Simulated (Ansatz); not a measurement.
# B2Cl: the cost of one run

Method: def2-QZVPP, core rule «outside noble gas», up to 7 orbitals frozen; program: Ansatz 0.2.0, Gaussian basis.

Plan: UHF; ROHF; CCSD(T) on UHF.

### Step 1. The geometry

The geometry is a PBE0/def2-TZVP stationary point (not a proven minimum) of the parent state, kept for this charge and spin.

3 atoms, charge 0, spin multiplicity 2.

Atoms are counted from 1 here; the program's logs count them from 0.

Bond lengths: B1–B2 1.516 Å, B2–Cl3 1.683 Å. Angles: B1–B2–Cl3 180.0°.

### Step 2. UHF

File in.yaml:

```yaml
crystal:
  periodic: [false, false, false]
  atoms:
    - {symbol: B, position_ang: [0.000000, 0.000000, -1.572000]}
    - {symbol: B, position_ang: [0.000000, 0.000000, -0.055600]}
    - {symbol: Cl, position_ang: [0.000000, 0.000000, 1.627600]}
basis:
  gaussian: {orbitals: "def2-QZVPP.json"}
magnetization: {spin_polarized: true, initial_magnetization: 1}
hamiltonian: {xc: hf}
output: {orbitals: {seedname: orbitals}}
```

Started as:

```console
ansatz run in.yaml --threads 1 --pin off --events-out ev --progress --plain --max-ram 2393MiB
```

Q: Estimate wall time and peak memory on 1 thread of Arm Neoverse V2, shared host.

About 25 s, with a peak of 0.41 GiB.
